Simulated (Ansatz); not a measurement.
A nudged elastic band was laid between two geometries of H4OSi (6 atoms, charge 0, multiplicity 1).

Theory: RKS BHLYP/6-31G* (Ansatz).

```yaml
movable_images: 5
climbing_image: yes
spring: 5.0 eV/Å²
optimiser: quadratic models (default)
start_path: through a guess of the saddle point
force_threshold: 0.05 eV/Å
iteration_limit: 60
end_points: relaxed
```

Image 0:

```xyz
6
Properties=species:S:1:pos:R:3
Si 0.302 -0.020 0.083
O 0.589 -0.114 1.705
H -0.166 -0.174 2.287
H 1.619 0.054 -0.567
H -0.493 1.176 -0.272
H -0.431 -1.203 -0.419
```

Image 6:

```xyz
6
Properties=species:S:1:pos:R:3
Si 0.022 0.169 -0.739
O 0.938 0.135 1.133
H 0.418 -0.308 1.808
H 1.795 -0.296 1.093
H -1.009 1.099 -0.145
H -0.744 -1.080 -0.332
```

Question: What changes between the two ends?

Answer: Bonds broken: Si1–H4. Bonds formed: O2–H4.

Question: What energy profile does the band end with?

Answer: It converged. The highest image is number 4 of 0 to 6, 3.78 eV above the first end and 1.27 eV above the last; the last end lies 2.51 eV above the first. Neighbouring images differ by up to 2.4 eV, so the band resolves the path poorly. A vibrational analysis at the climbing image gives one clearly imaginary mode, 1749i cm⁻¹: a first-order saddle point. The orbitals stay closed-shell, which can raise the energy where a bond breaks towards radicals; this wasn't checked here.

| image | path coordinate (Å) | energy (eV) | Si1–H4 (Å) | O2–H4 (Å) |
| --- | --- | --- | --- | --- |
| 0 | 0.00 | 0.00 | 1.47 | 2.50 |
| 1 | 0.62 | 0.02 | 1.48 | 2.58 |
| 2 | 1.24 | 0.02 | 1.48 | 2.52 |
| 3 | 1.86 | 1.34 | 1.47 | 1.94 |
| 4 | 2.49 | 3.78 | 1.62 | 1.27 |
| 5 | 3.13 | 2.64 | 2.28 | 0.96 |
| 6 | 3.78 | 2.51 | 2.59 | 0.96 |

Question: What is the geometry of the highest image?

Answer: 
```xyz
6
Properties=species:S:1:pos:R:3:forces:R:3
Si 0.156 0.045 -0.330 0.00 0.00 0.00
O 0.693 0.183 1.481 0.00 0.00 -0.01
H 0.558 -0.627 1.986 0.00 0.00 0.00
H 1.524 -0.021 0.539 0.01 0.00 0.01
H -0.708 1.232 -0.536 0.00 0.00 0.00
H -0.803 -1.093 -0.321 0.00 0.00 0.00
```

The run took 88 s on 1 thread of Arm Neoverse V2 (shared host), peak memory 0.088 GiB.
